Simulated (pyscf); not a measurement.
A first-order saddle from PySCF, ωB97X-D3(BJ)/def2-SVP:

```xyz
9

Cl    -0.1420    -1.4067    -1.6501
C     -0.4291     0.2807    -1.3367
Cl    -2.1037     0.6600    -1.0540
Cl     0.3400     1.3412    -2.4822
Si     0.9900     0.8457     1.3698
H      0.2254     0.5426    -0.0911
H      0.3777    -0.0264     2.4124
H      0.7979     2.2833     1.7144
H      2.4402     0.5357     1.2171
```
Charge 0, spin multiplicity 2.

Surface: doublet, charge 0. Lowest wavenumbers (cm⁻¹): 1494i, 39, 39, 62, 201.

Q: What reaction is this the transition state of?

A: `[Cl][C]([Cl])[Cl]` [doublet] + `[SiH4]` <-> `[Cl][CH]([Cl])[Cl]` + `[SiH3]` [doublet], a hydrogen abstraction read from left to right: H–Si broken and C–H formed. At ωB97M-D3(BJ)/def2-TZVP it lies +0.47 eV from the left side and +0.56 eV from the right (each side as separated species at their lowest minima found). One saddle was located; it need not be the lowest between these sides. The angle at the transferred H is 180°.
